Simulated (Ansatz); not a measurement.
C4H4O2 can be A, `OC=C=C1CO1`, or B, `Oc1ccco1`.

Isolated molecules relaxed with PBE0-D4/def2-TZVP in Ansatz; ΔE leaves out vibrations. CBS: MP2 limit from def2 TZ/QZ plus the TZ coupled-cluster correction, frozen cores. Functionals use def2-TZVPP. B3LYP here is the variant with VWN-RPA as its local correlation; programs differ in this. One conformer a species, not always the lowest.

A:

```xyz
10

O     2.412   -1.147   -0.885
C     1.813   -0.407    0.078
C     0.587    0.045    0.060
C    -0.623    0.479    0.108
C    -2.026    0.440    0.406
O    -1.362    1.561   -0.250
H     1.781   -1.283   -1.602
H     2.494   -0.219    0.903
H    -2.703   -0.119   -0.233
H    -2.372    0.649    1.414
```

B:

Z-matrix (Å, degrees):
```
C
C 1 1.357
O 1 1.334 2 111.8
O 1 1.336 2 134.7 3 180.0
C 2 1.432 1 104.9 3 -0.0
H 2 1.078 1 127.1 3 -180.0
C 3 1.368 1 106.7 2 0.0
H 4 0.961 1 108.6 2 0.4
H 5 1.078 2 127.0 1 -180.0
H 7 1.076 3 115.7 1 180.0
```

Problem. Which isomer does CCSD(T)/CBS put lower? Give the gap. (Best estimate.)

Solution. Computed: B, by 63.1 kcal/mol.

Problem. Give E(B) − E(A) in kcal/mol with CCSD/def2-TZVPP, MP2/def2-TZVPP, CCSD(T)/def2-TZVPP, B3LYP, PBE-D4, B2PLYP, PBE0-D4. (An estimate is asked.)

Solution. The calculation gave: CCSD/def2-TZVPP -63.3, MP2/def2-TZVPP -66.1, CCSD(T)/def2-TZVPP -62.8, B3LYP -57.8, PBE-D4 -56.9, B2PLYP -60.8, PBE0-D4 -62.4. None reverses the order clearly.

Largest T1 diagnostic: 0.015.

The D4 term adds −1.5 kcal/mol with B3LYP and −0.7 kcal/mol with PBE0; it sums over pairs of atoms, weighted by their polarisabilities, and B3LYP, whose exchange is more repulsive, gets the larger term. From PBE to PBE0 (25 % exact exchange), in def2-TZVPP and without D4, E(B) − E(A) moves by −5.7 kcal/mol.
